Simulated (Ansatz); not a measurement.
Program: Ansatz. Geometries: PBE0-D4/def2-TZVP. ΔE: electronic, gas phase. CBS: MP2 limit from def2 TZ/QZ plus the TZ coupled-cluster correction, frozen cores. This one scheme is used for every species. DFT in def2-TZVPP. B3LYP here is the variant with VWN-RPA as its local correlation; programs differ in this. Triplets are unrestricted, without spin–orbit coupling. Each species was taken in one conformer, which may not be the lowest.

`FCCOCF` → `FCOCF` + `[CH2]` (triplet)  (formal loss of a carbene)

`FCCOCF`:

Z-matrix (Å, degrees):
```
C
C 1 1.498
F 1 1.380 2 110.7
H 1 1.094 2 109.8 3 119.4
H 1 1.094 2 110.5 3 -119.7
O 2 1.414 1 109.0 3 70.7
H 2 1.099 1 109.8 3 -50.1
H 2 1.096 1 109.1 3 -168.7
C 6 1.363 2 114.5 1 -166.0
F 9 1.383 6 111.2 2 -69.5
H 9 1.091 6 107.6 2 172.6
H 9 1.098 6 112.0 2 49.3
```

`FCOCF`:

Cartesian coordinates in Å:
```
F -1.635 0.538 0.838
C -1.085 0.197 -0.376
O 0.221 0.639 -0.454
C 1.123 -0.087 0.297
F 1.371 -1.303 -0.295
H -1.154 -0.891 -0.470
H -1.642 0.710 -1.160
H 0.748 -0.286 1.306
H 2.053 0.482 0.314
```

`[CH2]` (triplet):

```xyz
3

C    -0.239   -0.137    0.004
H     0.607   -0.785   -0.166
H    -0.368    0.922    0.162
```

```tsv
level	ΔE (kcal/mol)	difference from CCSD(T)/CBS
PBE-D4	100.2	1.3
BLYP-D4	97.2	-1.7
B97M-V	99.2	0.3
B3LYP-D4	97.2	-1.7
r2SCAN0-D4	92.2	-6.7
CAM-B3LYP-D4	98.5	-0.4
ωB97X-V	101.5	2.6
BHLYP	93.1	-5.8
CCSD(T)/def2-TZVPP	95.9	-3.0
CCSD/CBS(def2)	96.5	-2.4
CCSD(T)/CBS	98.9	0
```

Largest T1 diagnostic among the species: 0.012.

From BLYP to BHLYP (50 % exact exchange), in def2-TZVPP and without D4, ΔE moves by −1.3 kcal/mol. The D4 term adds +2.0 kcal/mol with B3LYP and +1.1 kcal/mol with PBE0; it sums over pairs of atoms, weighted by their polarisabilities, and B3LYP, whose exchange is more repulsive, gets the larger term. In def2-TZVPP, CCSD(T) changes the Hartree–Fock value by +31.7 kcal/mol (the triples alone add +2.4 kcal/mol) and MP2 by +34.3 kcal/mol.
